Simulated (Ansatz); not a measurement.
# doublet [SiN2H6]−: levels of theory compared

Aim: a comparison of 3 runs (UHF/STO-3G, U-r2SCAN/6-311+G**, UBLYP/6-311+G**) of doublet [SiN2H6]−. 

The calculation is run with Ansatz 0.2.0.

38 further runs of the same task are left out: 38 set aside as unsound or not needed.

## 1. Starting point

The species is [SiN2H6]− (9 atoms), meant as a doublet with charge -1. SMILES of the parent species: `NN[SiH3]`. The shape is that of a PBE0-D4/def2-TZVP optimisation. This is one conformer, not always the lowest. That shape belongs to the parent species and isn't relaxed for this state.

Bond lengths: N1–N2 1.407 Å, N2–Si3 1.714 Å, N1–H4 1.014 Å, N1–H5 1.013 Å, N2–H6 1.005 Å, Si3–H7 1.494 Å, Si3–H8 1.491 Å, Si3–H9 1.486 Å. Some angles: N1–N2–Si3 123.5°, N1–N2–H6 112.1°, Si3–N2–H6 123.5°, N2–N1–H4 110.8°, N2–N1–H5 110.1°, N2–Si3–H7 112.3°, N2–Si3–H8 110.9°, N2–Si3–H9 107.1°, H4–N1–H5 108.5°, H7–Si3–H8 106.4°.

## 2. The energy at UHF/STO-3G (run 1)

Contents of run.yaml:

```yaml
crystal:
  periodic: [false, false, false]
  atoms:
    - {symbol: N, position_ang: [-0.558800, 0.925000, -1.203100]}
    - {symbol: "N", position_ang: [-0.285500, 0.708200, 0.159700]}
    - {symbol: Si, position_ang: [0.408400, -0.736600, 0.767500]}
    - {symbol: H, position_ang: [0.267900, 0.761300, -1.767500]}
    - {symbol: H, position_ang: [-1.290500, 0.297600, -1.515600]}
    - {symbol: H, position_ang: [-0.377500, 1.549300, 0.701800]}
    - {symbol: H, position_ang: [1.729200, -1.040000, 0.139600]}
    - {symbol: H, position_ang: [-0.469800, -1.907300, 0.484500]}
    - {symbol: H, position_ang: [0.576500, -0.557300, 2.233000]}
basis:
  gaussian:
    orbitals: STO-3G
total_charge: -1
magnetization:
  spin_polarized: true
  initial_magnetization: 1
hamiltonian:
  xc: hf
accuracy: high
output: {orbitals: {seedname: orbitals}}
```

On the command line:

```sh
$ ansatz run run.yaml --threads 1 --pin off --max-ram 3480MiB --events-out events.jsonl --progress --plain --runs-dir runs
```

What it wrote:

```text
Warning: RAYON_NUM_THREADS=1 ignored (pool sized by the plan → 1); use --threads N
Functional definition: HF
  name "HF"
  exchange = exact_x
  correlation = 0
483 factors; integrals over basis functions are off by at most 1.6e-8 eV
mean field evaluation 1: about -10775.9411 eV, gradient 8.5e0 eV
mean field evaluation 2: about -10776.1755 eV, gradient 8.5e0 eV
mean field evaluation 4: about -10777.1537 eV, gradient 1.4e0 eV
mean field evaluation 8: about -10777.3352 eV, gradient 9.7e-1 eV
mean field evaluation 16: about -10777.6483 eV, gradient 4.3e-6 eV
mean field evaluation 32: about -10776.7647 eV, gradient 1.2e0 eV
mean field evaluation 64: about -10776.1005 eV, gradient 3.7e0 eV
mean field evaluation 96: about -10777.5545 eV, gradient 2.4e0 eV
mean field -10777.64834504 eV, -396.0712713276 hartree, gradient 3.9e-8 eV, S^2 0.755075; 2 other end points of the search recorded, 0 dependent functions left out
reference -10777.64834504 eV, -396.0712713276 hartree; 18, 17 occupied and 7, 8 virtual orbitals, 483 factors
Total energy: -10777.64834504 eV, -396.0712713276 hartree
```

Wall time 0.36 s (1 thread of Arm Neoverse V2, shared host).

## 3. The energy at U-r2SCAN/6-311+G(d,p) (run 2)

Contents of in.yaml:

```yaml
crystal:
  periodic: [false, false, false]
  atoms:
    - {symbol: "N", position_ang: [-0.558800, 0.925000, -1.203100]}
    - {symbol: N, position_ang: [-0.285500, 0.708200, 0.159700]}
    - {symbol: Si, position_ang: [0.408400, -0.736600, 0.767500]}
    - {symbol: H, position_ang: [0.267900, 0.761300, -1.767500]}
    - {symbol: H, position_ang: [-1.290500, 0.297600, -1.515600]}
    - {symbol: H, position_ang: [-0.377500, 1.549300, 0.701800]}
    - {symbol: H, position_ang: [1.729200, -1.040000, 0.139600]}
    - {symbol: H, position_ang: [-0.469800, -1.907300, 0.484500]}
    - {symbol: H, position_ang: [0.576500, -0.557300, 2.233000]}
basis:
  gaussian:
    orbitals: 6-311+G_st__st_-spherical.json
total_charge: -1
magnetization:
  spin_polarized: true
  initial_magnetization: 1
hamiltonian:
  xc: r2scan
accuracy: high
output:
  orbitals: {seedname: orbitals}
```

The basis set 6-311+G** is read from a file made from the Basis Set Exchange's data (not shown).

On the command line:

```sh
$ ansatz run in.yaml --threads 1 --pin off --max-ram 3480MiB --events-out events.jsonl --progress --plain --runs-dir runs
```

What it wrote:

```text
Warning: RAYON_NUM_THREADS=1 ignored (pool sized by the plan → 1); use --threads N
Functional definition: r2SCAN
  name "r2SCAN"
  parameter k0 = 0.174
  parameter k1 = 0.065
  parameter a1 = 4.9479
  exchange = r2scan_x(k0 = k0, k1 = k1, a1 = a1)
  correlation = r2scan_c
2142 factors; integrals over basis functions are off by at most 4.4e-9 eV
mean field evaluation 1: about -10949.1462 eV, gradient 2.4e1 eV
mean field evaluation 2: about -10946.4963 eV, gradient 3.6e1 eV
mean field evaluation 4: about -10952.1417 eV, gradient 1.4e0 eV
mean field evaluation 8: about -10952.1578 eV, gradient 1.3e-1 eV
mean field evaluation 16: about -10952.1624 eV, gradient 1.3e-2 eV
mean field evaluation 32: about -10952.1624 eV, gradient 2.4e-7 eV
mean field evaluation 64: about -10952.1278 eV, gradient 2.1e-1 eV
mean field -10952.16237557 eV, -402.4845436599 hartree, gradient 9.5e-8 eV, S^2 0.751175; 9 other end points of the search recorded, 0 dependent functions left out
reference -10952.16238830 eV, -402.4845441276 hartree; 18, 17 occupied and 92, 93 virtual orbitals, 2142 factors
Total energy: -10952.16238830 eV, -402.4845441276 hartree
```

Wall time 52 s (1 thread of Arm Neoverse V2, shared host); peak memory 0.52 GiB.

## 4. The energy at UBLYP/6-311+G(d,p) (run 3)

Contents of job.yaml:

```yaml
basis:
  gaussian: {orbitals: 6-311+G_st__st_-spherical.json}
crystal:
  periodic: [false, false, false]
  atoms:
    - {symbol: N, position_ang: [-0.558800, 0.925000, -1.203100]}
    - {symbol: "N", position_ang: [-0.285500, 0.708200, 0.159700]}
    - {symbol: Si, position_ang: [0.408400, -0.736600, 0.767500]}
    - {symbol: H, position_ang: [0.267900, 0.761300, -1.767500]}
    - {symbol: H, position_ang: [-1.290500, 0.297600, -1.515600]}
    - {symbol: H, position_ang: [-0.377500, 1.549300, 0.701800]}
    - {symbol: H, position_ang: [1.729200, -1.040000, 0.139600]}
    - {symbol: H, position_ang: [-0.469800, -1.907300, 0.484500]}
    - {symbol: H, position_ang: [0.576500, -0.557300, 2.233000]}
total_charge: -1
magnetization: {spin_polarized: true, initial_magnetization: 1}
hamiltonian: {xc: {name: BLYP}}
accuracy: high
output: {orbitals: {seedname: orbitals}}
```

The basis set 6-311+G** is read from a file made from the Basis Set Exchange's data (not shown).

On the command line:

```sh
$ ansatz run job.yaml --threads 1 --pin off --max-ram 3480MiB --events-out events.jsonl --progress --plain --runs-dir runs
```

What it wrote:

```text
Warning: RAYON_NUM_THREADS=1 ignored (pool sized by the plan → 1); use --threads N
Functional definition: BLYP
  name "BLYP"
  parameter beta = 0.0042
  parameter a = 0.04918
  parameter b = 0.132
  parameter c = 0.2533
  parameter d = 0.349
  exchange = b88_x(beta = beta)
  correlation = lyp_c(a = a, b = b, c = c, d = d)
2142 factors; integrals over basis functions are off by at most 4.4e-9 eV
mean field evaluation 1: about -10949.2575 eV, gradient 3.0e1 eV
mean field evaluation 2: about -10939.6740 eV, gradient 5.6e1 eV
mean field evaluation 4: about -10953.5107 eV, gradient 2.3e0 eV
mean field evaluation 8: about -10953.5557 eV, gradient 2.0e-1 eV
mean field evaluation 16: about -10953.5587 eV, gradient 7.9e-3 eV
mean field evaluation 32: about -10953.5587 eV, gradient 6.7e-7 eV
mean field evaluation 64: about -10953.5542 eV, gradient 2.1e-1 eV
mean field -10953.55871524 eV, -402.5358581962 hartree, gradient 3.7e-8 eV, S^2 0.750237; 9 other end points of the search recorded, 0 dependent functions left out
reference -10953.55876236 eV, -402.5358599280 hartree; 18, 17 occupied and 92, 93 virtual orbitals, 2142 factors
Total energy: -10953.55876236 eV, -402.5358599280 hartree
```

It took 29 s on 1 thread of Arm Neoverse V2, shared host; peak memory 0.38 GiB.

## 5. All runs side by side

```tsv
run	level	energy (Eh)	HOMO energy (eV)	LUMO energy (eV)	⟨S²⟩	wall time
1	UHF/STO-3G	-396.071271	11.61	21.22	0.755	0.36 s
2	U-r2SCAN/6-311+G**	-402.484544	2.47	3.16	0.751	52 s
3	UBLYP/6-311+G**	-402.535860	2.65	3.04	0.750	29 s
```

## 6. Results

| quantity | value |
| --- | --- |
| run 3: total energy | -402.53586 Eh |
| run 3: HOMO energy (highest over α and β) | 2.65 eV |
| run 3: LUMO energy (lowest over α and β) | 3.04 eV |
| run 3: ⟨S²⟩ | 0.750 |

What this shows: Totals of different functionals can't be ranked against each other. In runs 1, 2, 3 the HOMO lies above zero, so the outermost electron may be held by the basis alone. In run 1 the basis is minimal, so the values are rough. All runs together took 81 s, the longest 52 s.
